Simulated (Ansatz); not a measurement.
Reaction (substitution at a C–S bond): `C=C(O)SC` + `OCF` → `C=C(O)OCF` + CH₃SH

Calculated with Ansatz (gas phase, PBE0-D4/def2-TZVP geometries, no zero-point term in ΔE). CBS: MP2 limit from def2 TZ/QZ plus the TZ coupled-cluster correction, frozen cores. This one scheme is used for every species. DFT in def2-TZVPP. B3LYP here is the variant with VWN-RPA as its local correlation; programs differ in this. One conformer a species, not always the lowest.

| level | ΔE (kJ/mol) |
| --- | --- |
| B3LYP-D4 | 19.2 |
| PBE0 | 16.6 |
| CCSD/def2-TZVPP | 14.1 |
| MP2/def2-QZVPP | 27.8 |

(1) What does CCSD(T)/CBS give? (An estimate is asked.)

Largest T1 diagnostic among the species: 0.012.

## Answers

(1) The calculation gave: +23.0 kJ/mol. The listed levels differ from it by -3.8, -6.4, -8.9, 4.8 kJ/mol.

From PBE to PBE0 (25 % exact exchange), in def2-TZVPP and without D4, ΔE moves by −6.3 kJ/mol. In def2-TZVPP, CCSD(T) changes the Hartree–Fock value by +20.7 kJ/mol (the triples alone add +4.0 kJ/mol) and MP2 by +27.7 kJ/mol.
